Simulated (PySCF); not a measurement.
Isomers of C6H12 and their computed core-level spectra.

Computed, not measured: delta-SCF UKS SCAN, pcX-2 on the ionised atom, pcseg-1 elsewhere, spin-free X2C (PySCF 2.14.0). Geometries: PBE0-D3(BJ)/def2-SVP; isolated species, one conformer each.

Line lists (1s up to Mg, 2p3/2 beyond; areas count atoms within a level, one atom standing for each set equivalent by bonding):
1. C 1s: 289.92 (area 2), 290.45 (area 2), 290.54 (area 2) eV
2. C 1s: 289.60 (area 1), 290.07 (area 1), 290.36 (area 1), 290.43 (area 1), 290.49 (area 1), 290.52 (area 1) eV
3. C 1s: 289.81 (area 2), 290.38 (area 4) eV
4. C 1s: 290.28 eV
5. C 1s: 289.93 (area 1), 290.22 (area 1), 290.33 (area 3), 290.69 (area 1) eV

Structures:
A. cyclohexane (`C1CCCCC1`)
B. 2,3-dimethyl-2-butene (`CC(C)=C(C)C`)
C. 2-methyl-2-pentene (`CC(C)=CCC`)
D. cis-3-hexene (`CC/C=C\CC`)
E. 3,3-dimethyl-1-butene (`CC(C)(C)C=C`)

Q: Which list belongs to which compound?

A: 
- 1 = D: no other candidate has these counts of sites. C 1s: 289.92 alkene CH carbon (×2), 290.45 methyl carbon (×2), 290.54 allylic carbon (×2).
- 2 = C: no other candidate has these counts of sites. C 1s: 289.60 alkene CH carbon, 290.07 fully substituted alkene carbon, 290.36 methyl carbon, 290.43 allylic carbon, 290.49 allylic carbon, 290.52 allylic carbon.
- 3 = B: no other candidate has these counts of sites. C 1s: 289.81 fully substituted alkene carbon (×2), 290.38 allylic carbon (×4).
- 4 = A: no other candidate has these counts of sites. C 1s: 290.28 ring CH2 carbon (×6).
- 5 = E: no other candidate has these counts of sites. C 1s: 289.93 terminal =CH2 carbon, 290.22 alkene CH carbon, 290.33 methyl carbon (×3), 290.69 allylic carbon.
